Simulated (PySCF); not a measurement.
## Does the structure fit the spectrum?

A compound C4H6O gives the data below (simulated from a calculation) and was assigned the structure `CCC=C=O`.

$^{13}$C{$^{1}$H} NMR (computed): δ 155.0 (CH), 102.0 (CH), 72.5 (CH2), 33.3 (CH2).

$^{1}$H NMR (500 MHz, computed): δ 6.32 (q, J = 3.3 Hz, 1H), 4.95 (q, J = 3.3 Hz, 1H), 4.34 (m, 2H), 2.79 (m, 2H).

How the numbers were obtained: coordinates at the PBE0-D3(BJ)/def2-SVP level, J couplings at B3LYP/pcJ-1 (without the spin–dipole term), B97-2/pcSseg-2 with gauge-including orbitals, in PySCF 2.14 (non-relativistic, single conformer, no solvent, one averaged value for each set of equivalent atoms).

Referencing at the same level of theory: $^{1}$H (σref 31.36), $^{13}$C (σref 183.46) vs TMS.

Question: Compare with the shifts computed for the proposed structure, pairing carbons in order of shift.

Answer: Atom-mapped SMILES (the numbers label the heavy atoms): `[CH3:1][CH2:2][CH:3]=[C:4]=[O:5]`. Each H is labelled by its parent atom.

| atom | computed for proposal | given list | difference |
| --- | --- | --- | --- |
| C4 | 205.1 | 155.0 | +50.1 |
| C1 | 21.0 | 102.0 | -81.0 |
| C2 | 20.0 | 72.5 | -52.5 |
| C3 | 19.1 | 33.3 | -14.2 |

The rms difference is 54.8 ppm and the largest -81.0 ppm at C1 (methyl carbon). The carbon types in order of shift don't match either: C, CH3, CH2, CH for the proposal against CH, CH, CH2, CH2 in the data. The proposal doesn't fit.

Question: Which isomer fits?

Answer: 2,3-dihydrofuran (SMILES C1=COCC1).

- Carbon types of the structure: 2 × CH, 2 × CH2, which accounts for all hydrogens.
- δC 155.0: alkene carbon bearing oxygen; an sp2 carbon further deshielded by the attached heteroatom.
- δC 102.0: β carbon of an enol-ether or enamine type C=C; the O or N lone pair pushes π density onto this β carbon and shields it.
- δC 72.5: sp3 CH2 bonded to O; the inductive effect lowers its shielding.
- δH 6.32: hydrogen on an alkene carbon bearing oxygen; olefinic region.
- The protons at 4.95 and 6.32 share a coupling of 3.5 Hz (vicinal, cis across C=C).

The shifts were computed for this structure.

Multiplet labels drop couplings under 1 Hz and merge nearly equal ones. Couplings among chemically equivalent protons are left out too, so labels in AA′BB′ or AA′XX′ sets are apparent multiplicities. Unscaled 3J(H,H) at this level run about 10 % above measured values. Shifts are as computed. Against solution values, carbons near 30 ppm lie about +4 ppm off and those near 130 ppm about +7 ppm. Of 1211 compounds with measured shifts, 218 miss one by over three times the rms of a fit or turn the order of signals round; such compounds aren't used in these exercises.
